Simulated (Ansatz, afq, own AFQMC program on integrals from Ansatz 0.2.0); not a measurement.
ZrB, quartet: AFQMC among the cluster methods

```xyz
2

Zr    0.0000    0.0000    0.0000
B     0.0000    0.0000    4.4320
```

Basis def2-SVP with its core potentials. Noble-gas cores (and the filled d shells of Ga–Kr and In–Xe) are frozen. Integrals, coupled cluster, full CI and functionals: Ansatz 0.2.0; the random walks run on the same integrals in our own AFQMC program. ph-AFQMC/CISD is guided by a CISD state made of CCSD amplitudes; releasing the constraint for a short imaginary time cuts its bias at the price of noise, slowly where states lie close. ± is one standard error of the sampling. No spin–orbit coupling. The metal's outer-core s and p shells are frozen, which shifts wave-function levels against functionals.

Determinant: UHF, the one that the program's search chose, which needn't be the lowest solution. The geometry is a point of a scan.

No full CI on the walks' own integrals is used here; CCSDT(Q) serves as the reference and is uncertain by about the last step of the cluster series.

Cautions: no spin-orbit coupling; outer-core shells of the metal frozen; lower spins were not checked; higher spins were not checked; an unrestricted solution with more broken spin lies lower (15 meV, ⟨S²⟩ 4.74).

The T1 diagnostic is 0.0196, the weight of the determinant in the CISD state is 0.861 and the ⟨S²⟩ of the determinant is 3.772. The size of the correlated space is 7 electrons in 40 orbitals.

Reference: CCSDT(Q), correlation energy -2.983 eV. The released energy is read at 1.20 1/Eh, later times being too noisy (meV from the phaseless value at times in 1/Eh: -2 ± 13 at 0.60, -16 ± 14 at 1.20, -19 ± 18 at 2.00, -29 ± 19 at 3.00, -4 ± 27 at 4.20).

```
         level  E − E(reference) (kJ/mol)  share of correlation (%)
            HF                      287.8                      0.00
           MP2                       98.8                     65.66
          CCSD                       11.5                     96.02
       CCSD(T)                        4.1                     98.57
         CCSDT                        0.2                     99.91
   ph-AFQMC/HF                 42.2 ± 3.0                     85.34
 ph-AFQMC/CISD                  4.7 ± 0.9                     98.38
released AFQMC                  3.1 ± 1.4                     98.93
```

A walk keeps the symmetry of its determinant, which the program's search chose and which needn't be the lowest solution, so a lower state of the same spin and another symmetry isn't excluded. Released energies are given only where the last usable release times agree within the noise; a slower fall can still hide under it.
